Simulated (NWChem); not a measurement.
# One shape, several levels: C3H4Cl (SMILES Cl[C]1CC1)

We compute a comparison of 5 runs (UHF/STO-3G, UHF/3-21G, UB3LYP/6-31G*, UCCSD(T)/6-31G) of C3H4Cl. 

The calculation is run with NWChem 7.3.0.

## Step 1: Starting point

C3H4Cl: 8 atoms, total charge 0, spin state doublet. SMILES: `Cl[C]1CC1`. The shape is that of a GFN2-xTB optimisation.

Bond lengths: Cl1–C2 1.692 Å, C2–C3 1.468 Å, C2–C4 1.468 Å, C3–C4 1.526 Å, C3–H5 1.081 Å, C3–H6 1.083 Å, C4–H7 1.083 Å, C4–H8 1.081 Å. Some angles: Cl1–C2–C3 128.4°, Cl1–C2–C4 128.5°, C3–C2–C4 62.6°, C2–C3–C4 58.7°, C2–C4–C3 58.7°, C2–C3–H5 118.4°, C2–C3–H6 119.6°, C4–C3–H5 117.2°, C4–C3–H6 119.4°, C2–C4–H7 119.6°.

## Step 2: Energy and forces at UHF/STO-3G (run 1)

m1.nw

```
start m1
memory 2200 mb

geometry noautosym nocenter noautoz
 Cl    -2.058230     1.054300    -0.628980
 C     -0.857950     0.286100     0.282860
 C      0.589820     0.528760     0.273590
 C      0.010770    -0.831370    -0.106380
 H      1.104340     0.600200     1.221360
 H      1.023100     1.155640    -0.496310
 H      0.038360    -1.151520    -1.140540
 H      0.149790    -1.642100     0.594400
end

basis spherical bse
 * library STO-3G
end

scf
 nopen 1
 uhf
 thresh 1e-08
 maxiter 80
end

task scf gradient
```

Command:

```sh
$ nwchem m1.nw > m1.out
```

Standard output:

```text
[...]
  functions       =    28
[...]
  wavefunction    = UHF
[...]
         Total SCF energy =   -569.016578793565
      One electron energy =  -1068.471293093012
      Two electron energy =    356.018270182919
 Nuclear repulsion energy =    143.436444116528
                       Sz =      0.5000
                 Sz(Sz+1) =      0.7500
                      S^2 =      0.7602
[...]
                         UHF ENERGY GRADIENTS
    atom               coordinates                        gradient
                 x          y          z           x          y          z
   1 Cl     -3.889491   1.992338  -1.188600    0.043424  -0.027205   0.031385
   2 C      -1.621290   0.540651   0.534528   -0.017151   0.017118  -0.035897
   3 C       1.114598   0.999212   0.517010   -0.015471   0.001858   0.002752
   4 C       0.020352  -1.571061  -0.201029   -0.012362   0.008076   0.004434
   5 H       2.086900   1.134214   2.308036    0.000157  -0.000788  -0.002480
   6 H       1.933379   2.183843  -0.937890    0.001112   0.001660   0.001307
   7 H       0.072490  -2.176057  -2.155308   -0.000840  -0.002271   0.000514
   8 H       0.283062  -3.103119   1.123253    0.001131   0.001551  -0.002015
[...]
```

It took 2 s on 1 thread of Intel Xeon 6975P-C (Granite Rapids), shared host; peak memory 0.094 GiB.

## Step 3: Energy and gradient at UHF/3-21G (run 2)

c3h4cl.xyz

```xyz
8

Cl    -2.058230     1.054300    -0.628980
C     -0.857950     0.286100     0.282860
C      0.589820     0.528760     0.273590
C      0.010770    -0.831370    -0.106380
H      1.104340     0.600200     1.221360
H      1.023100     1.155640    -0.496310
H      0.038360    -1.151520    -1.140540
H      0.149790    -1.642100     0.594400
```

run.py

```python
from ase.io import read
from ase.calculators.nwchem import NWChem

mol = read('c3h4cl.xyz')

calc = NWChem(
    label='c3h4cl',
    theory='scf',
    memory='2200 mb',
    basis='3-21G',
    basispar='spherical bse',
    scf={'nopen': '1', 'uhf': None, 'thresh': '1e-08', 'maxiter': '80'},
)
mol.calc = calc

forces = mol.get_forces()
print(f"energy = {mol.get_potential_energy():.6f} eV")
print("forces (eV/A):")
for s, f in zip(mol.symbols, forces):
    print(f"{s:2s} {f[0]:10.5f} {f[1]:10.5f} {f[2]:10.5f}")
```

Command:

```sh
$ export ASE_NWCHEM_COMMAND="nwchem PREFIX.nwi > PREFIX.nwo"
$ python run.py
```

Standard output:

```text
energy = -15577.537534 eV
forces (eV/A):
Cl   -1.87423    1.20646   -1.47103
C     1.68474   -1.13782    1.54256
C     0.76434    0.67203    0.12238
C     0.04649   -0.96509   -0.33383
H    -0.22384   -0.05045   -0.18980
H    -0.28658   -0.28961    0.13575
H    -0.02103    0.30246    0.28868
H    -0.08989    0.26200   -0.09472
```

The calculator wrote c3h4cl.nwi:

```
title "c3h4cl"

permanent_dir c3h4cl

scratch_dir c3h4cl

start c3h4cl

geometry units angstrom nocenter noautosym noautoz
  Cl -2.0582300000000000e+00 1.0543000000000000e+00 -6.2897999999999998e-01
  C  -8.5794999999999999e-01 2.8610000000000002e-01 2.8286000000000000e-01
  C  5.8982000000000001e-01 5.2876000000000001e-01 2.7359000000000000e-01
  C  1.0770000000000000e-02 -8.3137000000000005e-01 -1.0638000000000000e-01
  H  1.1043400000000001e+00 6.0019999999999996e-01 1.2213600000000000e+00
  H  1.0230999999999999e+00 1.1556400000000000e+00 -4.9630999999999997e-01
  H  3.8359999999999998e-02 -1.1515200000000001e+00 -1.1405400000000001e+00
  H  1.4979000000000001e-01 -1.6420999999999999e+00 5.9440000000000004e-01
end

memory 2200 mb

basis spherical bse noprint
   * library 3-21G
end

scf
  nopen 1
  uhf
  thresh 1e-08
  maxiter 80
end

task scf gradient
```

c3h4cl.nwo:

```text
Northwest Computational Chemistry Package (NWChem) 7.3.0
             --------------------------------------------------------

           Job information
           ---------------

    nwchem branch   = 7.3.0
    use scalapack   = T
    input           = c3h4cl.nwi
    prefix          = c3h4cl.
    data base       = c3h4cl/c3h4cl.db
    status          = startup
    nproc           =        1

           Memory information
           ------------------

    heap     =     72089598 doubles =      550.0 Mbytes
    stack    =     72089595 doubles =      550.0 Mbytes
    global   =    144179200 doubles =     1100.0 Mbytes (distinct from heap & stack)
    total    =    288358393 doubles =     2200.0 Mbytes
    verify   = yes
    hardfail = no

           Directory information
           ---------------------

  0 permanent = c3h4cl
  0 scratch   = c3h4cl

                                NWChem Input Module
                                -------------------

                                      c3h4cl
                                      ------

[... 25 lines left out ...]
            Nuclear Dipole moment (a.u.)
[... 89 lines left out ...]
 1-e energy   =   -1070.265107
[... 7 lines left out ...]
         Quadratically convergent UHF
[... 14 lines left out ...]
       Final UHF  results
[... 3 lines left out ...]
      One electron energy =  -1071.670261567299
[... 1 line left out ...]
 Nuclear repulsion energy =    143.436444116528
[... 42 lines left out ...]
          Final beta eigenvalues
[... 210 lines left out ...]
                     UHF Final Beta Molecular Orbital Analysis
[... 231 lines left out ...]
     1   1 0 0      0.763324     33.660150     31.766724    -64.663551
[... 8 lines of this table left out ...]
     2   0 0 2    -23.188245    -32.869927    -30.009711     39.691394

                              NWChem Gradients Module
                              -----------------------

                                      c3h4cl

  wavefunction    =   UHF

                         UHF ENERGY GRADIENTS

    atom               coordinates                        gradient
                 x          y          z           x          y          z
   1 Cl     -3.889491   1.992338  -1.188600    0.036448  -0.023462   0.028607
   2 C      -1.621290   0.540651   0.534528   -0.032763   0.022127  -0.029998
   3 C       1.114598   0.999212   0.517010   -0.014864  -0.013069  -0.002380
[... 4 lines of this table left out ...]
   8 H       0.283062  -3.103119   1.123253    0.001748  -0.005095   0.001842

                 ----------------------------------------
                 |  Time  |  1-e(secs)   |  2-e(secs)   |
                 ----------------------------------------
                 |  CPU   |       0.00   |       0.18   |
                 ----------------------------------------
                 |  WALL  |       0.00   |       0.18   |
                 ----------------------------------------

 Task  times  cpu:        1.7s     wall:        1.7s
 Total times  cpu:        1.7s     wall:        1.7s
```

Run time: 2.6 s. Hardware: 1 thread of Intel Xeon 6975P-C (Granite Rapids), shared host; peak memory 0.099 GiB.

## Step 4: Energy and gradient at UB3LYP/6-31G(d) (spherical functions) (run 3)

geom.xyz

```xyz
8
C3H4Cl
Cl    -2.058230     1.054300    -0.628980
C     -0.857950     0.286100     0.282860
C      0.589820     0.528760     0.273590
C      0.010770    -0.831370    -0.106380
H      1.104340     0.600200     1.221360
H      1.023100     1.155640    -0.496310
H      0.038360    -1.151520    -1.140540
H      0.149790    -1.642100     0.594400
```

run.py

```python
from ase.io import read
from ase.calculators.nwchem import NWChem

system = read('geom.xyz')

calc = NWChem(
    label='geom',
    theory='dft',
    memory='2200 mb',
    basis='6-31G*',
    basispar='spherical bse',
    dft={'xc': 'b3lyp', 'mult': '2', 'grid': 'xfine', 'convergence': 'energy 1e-08', 'iterations': '100', 'mulliken': None},
)
system.calc = calc

forces = system.get_forces()
print("Total energy (eV):", round(system.get_potential_energy(), 6))
print("forces (eV/A):")
for s, f in zip(system.symbols, forces):
    print(f"{s:2s} {f[0]:10.5f} {f[1]:10.5f} {f[2]:10.5f}")
```

Command:

```sh
$ export ASE_NWCHEM_COMMAND="nwchem PREFIX.nwi > PREFIX.nwo"
$ python run.py
```

Standard output:

```text
Total energy (eV): -15695.772336
forces (eV/A):
Cl   -0.66736    0.40593   -0.45102
C     0.54518   -0.32710    0.37877
C     0.06222    0.31331    0.09107
C    -0.19869   -0.26421   -0.06844
H     0.15056    0.00807    0.29336
H     0.04546    0.09642   -0.21926
H     0.01723    0.00823   -0.25577
H     0.04546   -0.24066    0.23119
```

The calculator wrote geom.nwi:

```
title "geom"

permanent_dir geom

scratch_dir geom

start geom

geometry units angstrom nocenter noautosym noautoz
  Cl -2.0582300000000000e+00 1.0543000000000000e+00 -6.2897999999999998e-01
  C  -8.5794999999999999e-01 2.8610000000000002e-01 2.8286000000000000e-01
  C  5.8982000000000001e-01 5.2876000000000001e-01 2.7359000000000000e-01
  C  1.0770000000000000e-02 -8.3137000000000005e-01 -1.0638000000000000e-01
  H  1.1043400000000001e+00 6.0019999999999996e-01 1.2213600000000000e+00
  H  1.0230999999999999e+00 1.1556400000000000e+00 -4.9630999999999997e-01
  H  3.8359999999999998e-02 -1.1515200000000001e+00 -1.1405400000000001e+00
  H  1.4979000000000001e-01 -1.6420999999999999e+00 5.9440000000000004e-01
end

memory 2200 mb

basis spherical bse noprint
   * library 6-31G*
end

dft
  xc b3lyp
  mult 2
  grid xfine
  convergence energy 1e-08
  iterations 100
  mulliken
end

task dft gradient
```

geom.nwo:

```text
Northwest Computational Chemistry Package (NWChem) 7.3.0
             --------------------------------------------------------

           Job information
           ---------------

    nwchem branch   = 7.3.0
    use scalapack   = T
    input           = geom.nwi
    prefix          = geom.
    data base       = geom/geom.db
    status          = startup
    nproc           =        1

           Memory information
           ------------------

    heap     =     72089596 doubles =      550.0 Mbytes
    stack    =     72089601 doubles =      550.0 Mbytes
    global   =    144179200 doubles =     1100.0 Mbytes (distinct from heap & stack)
    total    =    288358397 doubles =     2200.0 Mbytes
    verify   = yes
    hardfail = no

           Directory information
           ---------------------

  0 permanent = geom
  0 scratch   = geom

                                NWChem Input Module
                                -------------------

                                       geom
                                       ----

[... 25 lines left out ...]
            Nuclear Dipole moment (a.u.)
[... 86 lines left out ...]
          Convergence on energy requested:  1.00D-08
[... 24 lines left out ...]
          Spatial weights used:  Erf1
[... 4 lines left out ...]
          total energy or number of iterations.
[... 28 lines left out ...]
 2-e energy   =     353.161377
[... 53 lines left out ...]
      One electron energy =    -1075.894605894548
[... 2 lines left out ...]
 Nuclear repulsion energy =      143.436444116528
[... 1087 lines left out ...]
          Convergence on energy requested:  1.00D-08
[... 24 lines left out ...]
          Spatial weights used:  Erf1
[... 4 lines left out ...]
          total energy or number of iterations.
[... 18 lines left out ...]
                            NWChem DFT Gradient Module
                            --------------------------

                                       geom

  charge          =   0.00
  wavefunction    = open shell

                         DFT ENERGY GRADIENTS

    atom               coordinates                        gradient
                 x          y          z           x          y          z
   1 Cl     -3.889491   1.992338  -1.188600    0.012978  -0.007894   0.008771
   2 C      -1.621290   0.540651   0.534528   -0.010602   0.006361  -0.007366
   3 C       1.114598   0.999212   0.517010   -0.001210  -0.006093  -0.001771
[... 4 lines of this table left out ...]
   8 H       0.283062  -3.103119   1.123253   -0.000884   0.004680  -0.004496

                 ----------------------------------------
                 |  Time  |  1-e(secs)   |  2-e(secs)   |
                 ----------------------------------------
                 |  CPU   |       0.00   |       1.13   |
                 ----------------------------------------
                 |  WALL  |       0.00   |       1.13   |
                 ----------------------------------------

 Task  times  cpu:       36.1s     wall:       36.1s
 Total times  cpu:       36.1s     wall:       36.1s
```

Wall time 37 s (1 thread of Intel Xeon 6975P-C (Granite Rapids), shared host); peak memory 0.13 GiB.

Run 4 isn't shown in full; the table further down has it.

## Step 5: A single-point energy at UCCSD(T)/6-31G (run 5)

geom.nw

```
start geom
title "C3H4Cl"
memory total 2200 mb

geometry units angstroms noautosym nocenter noautoz
   Cl      -2.058230       1.054300      -0.628980
   C       -0.857950       0.286100       0.282860
   C        0.589820       0.528760       0.273590
   C        0.010770      -0.831370      -0.106380
   H        1.104340       0.600200       1.221360
   H        1.023100       1.155640      -0.496310
   H        0.038360      -1.151520      -1.140540
   H        0.149790      -1.642100       0.594400
end

basis spherical bse
   * library 6-31G
end

scf
   doublet
   uhf
   thresh 1e-08
   maxiter 80
end

tce
   scf
   ccsd(t)
   freeze core 8
   maxiter 60
end

task tce energy
```

Command:

```sh
$ nwchem geom.nw > geom.out
```

Standard output:

```text
[...]
  functions       =    48
[...]
  wavefunction    = UHF
[...]
         Total SCF energy =   -575.237883749621
      One electron energy =  -1074.980596094585
      Two electron energy =    356.306268228436
 Nuclear repulsion energy =    143.436444116528
                       Sz =      0.5000
                 Sz(Sz+1) =      0.7500
                      S^2 =      0.7615
[...]
         Wavefunction type : Unrestricted Hartree-Fock
          No. of electrons :    39
[...]
         Spin multiplicity : doublet
[...]
 CCSD total energy / hartree       =      -575.563361708990215
[...]
 CCSD[T] total energy / hartree       =      -575.572443757177211
[...]
 CCSD(T) total energy / hartree       =      -575.571841648355871
[...]
```

Wall time 17 s (1 thread of Intel Xeon 6975P-C (Granite Rapids), shared host); peak memory 0.26 GiB.

## Step 6: All runs side by side

| run | level | iteration cap | module | energy (Eh) | dipole moment (D) | HOMO energy (eV) | LUMO energy (eV) | wall time |
| --- | --- | --- | --- | --- | --- | --- | --- | --- |
| 1 | UHF/STO-3G | 80 | scf | -569.016579 | 1.94 | -8.71 | 6.59 | 2 s |
| 2 | UHF/3-21G | 80 | scf | -572.463950 | 2.13 | -9.98 | 3.15 | 2.6 s |
| 3 | UB3LYP/6-31G* (spherical functions) | 100 | dft | -576.808999 | 1.66 | -5.83 | -2.04 | 37 s |
| 4 | UB3LYP/6-31G* (Cartesian functions) | 100 | dft | -576.814528 | 1.66 | -5.83 | -2.04 | 41 s |
| 5 | UCCSD(T)/6-31G | 80 | tce | -575.571842 | – | -9.93 | 3.14 | 17 s |

## Step 7: Outcome

```
                                                         quantity          value
                                              run 5: total energy  -575.57184 Eh
run 5: HOMO energy (Hartree–Fock orbitals) (highest over α and β)       -9.93 eV
 run 5: LUMO energy (Hartree–Fock orbitals) (lowest over α and β)        3.14 eV
               run 5: correlation energy (8 core orbitals frozen)     -334.0 mEh
                                            run 5: (T) correction      -8.48 mEh
                         run 5: ⟨S²⟩ of the reference determinant          0.761
```

Over runs 1, 2, 3, 4 the dipole moment (its size) runs from 1.66 D (UB3LYP/6-31G*) to 2.13 D (UHF/3-21G). The two ends differ in method and basis. In run 1 the basis is minimal, so the values are rough. All runs together took 99 s, the longest 41 s.
